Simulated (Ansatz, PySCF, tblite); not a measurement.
Bond stretch in HCl, singlet.

Levels: RKS-B3LYP/6-311+G** = restricted B3LYP/6-311+G**, spherical d (PySCF); UKS-PBE = unrestricted PBE/def2-SVP run with Ansatz (a program for electronic structure); RCCSD(T) = CCSD(T) on RHF/def2-SVP, frozen core in Ansatz; GFN2-xTB, 300 K electronic temperature (tblite).

Energies are in kJ/mol, each relative to the lowest point of its own curve near equilibrium.

| R / Å | RKS-B3LYP/6-311+G** | UKS-PBE | RCCSD(T) | GFN2-xTB |
|---|---|---|---|---|
| 0.96 | 312.2 | 330.7 | 321.5 | ___ |
| 1.01 | 200.1 | 214.1 | 205.1 | 152.3 |
| 1.11 | 65.9 | 72.9 | 66.0 | 44.9 |
| 1.14 | 42.7 | 48.1 | 42.1 | 28.0 |
| 1.22 | 7.5 | 9.4 | 6.6 | 4.0 |
| 1.26 | 1.1 | 1.7 | ___ | ___ |
| 1.28 | 0.0 | 0.0 | 0.0 | 0.0 |
| 1.33 | 2.5 | 1.2 | ___ | 2.8 |
| 1.36 | 7.0 | 5.0 | ___ | 6.4 |
| 1.40 | 15.7 | 12.8 | 18.8 | 13.2 |
| 1.50 | 47.2 | 42.4 | 53.1 | 37.0 |
| 1.58 | 78.6 | 72.4 | 86.3 | 60.8 |
| 1.75 | 152.5 | 142.8 | 160.5 | 118.0 |
| 1.93 | 230.2 | 216.1 | 232.3 | 180.6 |
| 2.13 | 307.7 | 289.2 | — | 245.0 |
| 2.32 | 370.4 | 344.1 | — | 297.7 |
| 2.62 | 448.3 | 389.1 | — | 361.7 |
| 2.81 | 486.3 | 404.2 | — | 390.8 |
| 3.08 | 528.1 | 417.3 | — | 418.7 |
| 3.50 | 571.9 | 427.3 | — | 438.6 |
| 3.81 | 592.7 | 430.7 | — | — |
| 4.50 | 618.9 | ___ | — | — |
| 5.15 | 630.6 | 434.2 | — | — |

### Question
Some entries are withheld; supply them.

### Answer

- 0.96, GFN2-xTB: 251.4
- 1.26, RCCSD(T): 0.7
- 1.26, GFN2-xTB: 0.3
- 1.33, RCCSD(T): 3.7
- 1.36, RCCSD(T): 9.0
- 4.50, UKS-PBE: 433.7

Dashes: no converged value, or the column stops at the first point that the program doubted or that broke a chosen test of continuity, which isn't proof of a fault.

The restricted form behind RKS-B3LYP/6-311+G** keeps the bonding electrons paired and can't separate into open-shell fragments. The unrestricted determinant behind UKS-PBE is spin-contaminated at 2.32 to 5.15 Å (<S²> up to 1.0, against 0.00 for a pure singlet). The T1 diagnostic of CCSD on the restricted reference of RCCSD(T) exceeds 0.045 at 2.81 to 5.15 Å.
